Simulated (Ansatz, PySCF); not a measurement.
# Ladder of methods for the bulk modulus B0 of zinc-blende GaSb

Reference value: 57 GPa (measured, temperature not stated, no zero-point or thermal correction; as tabulated in Toher et al. (2017), arXiv:1611.05714).

Put these levels in order of the bulk modulus B0 that they give for zinc-blende GaSb, smallest first: MP2 (PySCF), PBE+SOC (Ansatz, a first-principles code), PBEsol (Ansatz).

PBE+SOC (44.3 GPa), PBEsol (51.3 GPa), MP2 (56.5 GPa)

Unless a cell is named, each level is at its own relaxed cell (PBE+SOC 30.02, PBEsol 28.52, MP2 28.85 Å³/atom).

Differences against the reference: PBE+SOC -22 %, PBEsol -10.0 %, MP2 -0.9 %.

The reference isn't brought to a static lattice, while the calculations are for one, so the differences are not the levels' errors alone. A static lattice is as a rule stiffer than a warm one, by over a tenth in soft solids.  A ± on a computed value is a rough bar: the spread of its extrapolation, a floor set from checks against published values, or a statistical error. Each level is taken at its own relaxed cell. Ansatz's density-functional and Hartree–Fock values are scalar-relativistic unless marked +SOC, with PAW data made under PBE.

Differences are worked out from the printed values.
